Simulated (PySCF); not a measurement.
# C5H5P: the cost of one run

Method: levels as typed in each script, gas phase, geometry from GFN2-xTB; program: PySCF 2.14.0.

## (1) The starting structure

SMILES `c1ccpcc1`, 11 atoms, charge 0, spin multiplicity 1.

Bond lengths: C1–C2 1.386 Å, C1–C6 1.386 Å, C1–H7 1.081 Å, C2–C3 1.379 Å, C2–H8 1.083 Å, C3–P4 1.734 Å, C3–H9 1.083 Å, P4–C5 1.734 Å, C5–C6 1.379 Å, C5–H10 1.083 Å, C6–H11 1.083 Å. Angles: C2–C1–C6 122.5°, C2–C1–H7 118.8°, C6–C1–H7 118.8°, C1–C2–C3 123.4°, C1–C2–H8 118.2°, C3–C2–H8 118.4°, C2–C3–P4 125.4°, C2–C3–H9 118.3°, P4–C3–H9 116.3°, C3–P4–C5 99.9°, P4–C5–C6 125.4°, P4–C5–H10 116.3°, C6–C5–H10 118.3°, C1–C6–C5 123.4°, C1–C6–H11 118.2°, C5–C6–H11 118.4°.

Geometry (Å):

```
C    -1.67761   -0.00003    0.00000
C    -1.01068   -1.21520    0.00000
C     0.36359   -1.32747    0.00000
P     1.47972    0.00004    0.00000
C     0.36350    1.32750    0.00000
C    -1.01076    1.21514    0.00000
H    -2.75829   -0.00006    0.00000
H    -1.60094   -2.12338    0.00000
H     0.79825   -2.31990    0.00000
H     0.79809    2.31996    0.00000
H    -1.60108    2.12328    0.00000
```

## (2) Excited states (PBE0/def2-svp)

input.py

```python
import numpy as np
from pyscf import gto, scf, dft, tdscf
from pyscf.scf import atom_ks, atom_hf
from scipy.linalg import block_diag

def solve(mol, dm0=None, hcore=None):
    mf = (dft.UKS if mol.spin else dft.RKS)(mol, xc='pbe0')
    mf.grids.level = 3
    mf = mf.density_fit(auxbasis='def2-universal-jkfit')
    mf.conv_tol, mf.max_cycle = 1e-8, 80
    if hcore is not None:
        mf.get_hcore = lambda *args: hcore
    mf.kernel(dm0)
    if not mf.converged:
        mf = mf.newton().run(mf.mo_coeff, mf.mo_occ, max_cycle=30)
    assert mf.converged, 'SCF not converged'
    return mf

mol = gto.M(atom='''
C     -1.67761    -0.00003     0.00000
C     -1.01068    -1.21520     0.00000
C      0.36359    -1.32747     0.00000
P      1.47972     0.00004     0.00000
C      0.36350     1.32750     0.00000
C     -1.01076     1.21514     0.00000
H     -2.75829    -0.00006     0.00000
H     -1.60094    -2.12338     0.00000
H      0.79825    -2.31990     0.00000
H      0.79809     2.31996     0.00000
H     -1.60108     2.12328     0.00000
''', basis='def2-svp', charge=0, spin=0, verbose=4)
mf = solve(mol)
td = mf.TDDFT()
td.nstates, td.singlet, td.conv_tol = 5, True, 1e-5
td.kernel()
td.analyze()
x, y = np.array([p[0] for p in td.xy]), np.array([p[1] + 0 * p[0] for p in td.xy])
f, mu = td.oscillator_strength(), td.transition_dipole()
nto = [td.get_nto(state=i + 1, verbose=4) for i in range(len(td.e))]
# spherically averaged free atoms, for the promolecule
atm = atom_ks.get_atm_nrks(mol, xc='pbe0')
pro = block_diag(*[(atm[a[0]][2] * atm[a[0]][3]) @ atm[a[0]][2].T for a in mol._atom])
np.savez('result.npz', e=td.e, f=f, ok=td.converged, w=[n[0] for n in nto], nto=[n[1] for n in nto], x=x, y=y, c=mf.mo_coeff, occ=mf.mo_occ, eps=mf.mo_energy, pro=pro, mu=mu)
```

Started as:

```sh
> OMP_NUM_THREADS=1 python input.py
```

**Question.** How long does this run take on 1 thread of Intel Xeon 6975P-C (Granite Rapids), shared host, and how much memory does it need?

About 3.1 min, with a peak of 0.72 GiB.
